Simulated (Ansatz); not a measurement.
C2H3NO can be A, `C=NC=O`, or B, `C1=NCO1`.

Program: Ansatz. Geometries: PBE0-D4/def2-TZVP. ΔE: electronic, gas phase. CCSD(T)/CBS is the MP2 limit (def2-TZVPP, def2-QZVPP) plus CCSD(T) − MP2 in def2-TZVPP, frozen cores. DFT in def2-TZVPP. Each species was taken in one conformer, which may not be the lowest.

A:

Z-matrix (Å, degrees):
```
C
N 1 1.258
H 1 1.095 2 123.0
H 1 1.089 2 119.3 3 179.9
C 2 1.390 1 121.6 3 3.1
O 5 1.200 2 124.8 1 66.7
H 5 1.106 2 112.1 1 -118.1
```

B:

```xyz
7

C     0.659   -0.786    0.148
N     0.916    0.452    0.328
C    -0.467    0.643   -0.098
O    -0.631   -0.805   -0.265
H     1.250   -1.689    0.265
H    -0.588    1.161   -1.050
H    -1.138    1.024    0.672
```

**Question.** Which is lower in electronic energy at CCSD(T)/CBS, and by how much? (Estimate.)

**Answer.** Ansatz gave: A, by 16.0 kcal/mol.

**Question.** Give E(B) − E(A) in kcal/mol with CCSD(T)/def2-SVP, CCSD(T)/def2-TZVPP, CCSD/def2-TZVPP, ωB97M-V, LDA (SPW92), PBE0-D4, PBE-D4. (An estimate is asked.)

**Answer.** Computed: CCSD(T)/def2-SVP 19.6, CCSD(T)/def2-TZVPP 16.3, CCSD/def2-TZVPP 16.6, ωB97M-V 15.8, LDA (SPW92) 10.8, PBE0-D4 14.5, PBE-D4 16.0. None reverses the order clearly.

**Question.** Does the order hold for the free energy at 298.15 K (harmonic terms from PBE0-D4)? (Best estimate.)

**Answer.** The calculation gave: Yes: G(B) − G(A) = +18.2 kcal/mol, for one conformer each.

Largest T1 diagnostic: 0.016.

In def2-TZVPP, CCSD(T) changes the Hartree–Fock value by −6.0 kcal/mol (the triples alone add −0.4 kcal/mol) and MP2 by −7.3 kcal/mol. From r2SCAN to r2SCAN0 (25 % exact exchange), in def2-TZVPP and without D4, E(B) − E(A) moves by −1.3 kcal/mol.
